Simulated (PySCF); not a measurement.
# Checking a proposed structure

A compound C5H10O gives the data below (simulated from a calculation) and was assigned the structure `CCC(=O)CC`.

13C{1H} NMR (computed): δ 217.1 (C), 43.9 (CH), 31.5 (CH3), 20.7 (CH3, 2C).

1H NMR (400 MHz, computed): δ 2.47 (sept, 1H), 2.18 (s, 3H), 1.08 (d, 6H).

Non-relativistic Hamiltonian, isolated molecule, averaged over atoms made equivalent by symmetry, fast rotation or ring inversion, single conformer. GFN2-xTB structure; σ from GIAO-PBE0/pcSseg-1; PySCF 2.14.0 with density-fitted response routines.

δ = σ(ref) − σ, references computed at the same level: 1H (σ = 31.72 ppm), 13C (σ = 186.93 ppm) vs TMS.

Question: Compare with the shifts computed for the proposed structure, pairing carbons in order of shift.

Answer: Structure with atom numbers: `[CH3:1][CH2:2][C:3](=[O:4])[CH2:5][CH3:6]`. Each H is labelled by its parent atom.

| atom | computed for proposal | given list | difference |
| --- | --- | --- | --- |
| C3 | 215.4 | 217.1 | -1.7 |
| C2 | 39.7 | 43.9 | -4.2 |
| C5 | 39.7 | 31.5 | +8.2 |
| C1 | 9.5 | 20.7 | -11.2 |
| C6 | 9.5 | 20.7 | -11.2 |

The rms difference is 8.2 ppm and the largest -11.2 ppm at C1 (methyl carbon). The proposal also would give 3 carbon signals, not 4. The carbon types in order of shift don't match either: C, CH2, CH2, CH3, CH3 for the proposal against C, CH, CH3, CH3, CH3 in the data. The proposal doesn't fit.

Question: Which isomer fits?

Answer: methyl isopropyl ketone (SMILES C(C)(=O)C(C)C).

1. Carbon types of the structure: 1 × C, 1 × CH, 3 × CH3, which accounts for all hydrogens.
2. δC 217.1: ketone carbonyl carbon; low-lying n→π* states of the double bond to the heteroatom give a large paramagnetic term (-281 ppm).
3. δC 31.5: methyl carbon α to a carbonyl; the adjacent C=O deshields it moderately.
4. δC 20.7: methyl carbon; a saturated carbon with 1 carbon neighbour and no heteroatom attached.
5. δH 2.18: hydrogen on a methyl carbon α to a carbonyl; α to C=O.

This is the structure that produced the data.

Shifts are as computed. Against solution values, carbons near 30 ppm lie about +3 ppm off and those near 130 ppm about +5 ppm. Of 246 compounds with measured shifts, 49 miss one by over three times the rms of a fit or turn the order of signals round; such compounds aren't used in these exercises. No couplings were computed; multiplicities are counted from neighbouring protons, with m where these are inequivalent, close in shift, in a saturated or five-membered ring or joined by F or P, and br s for small geminal =CH2 splittings.
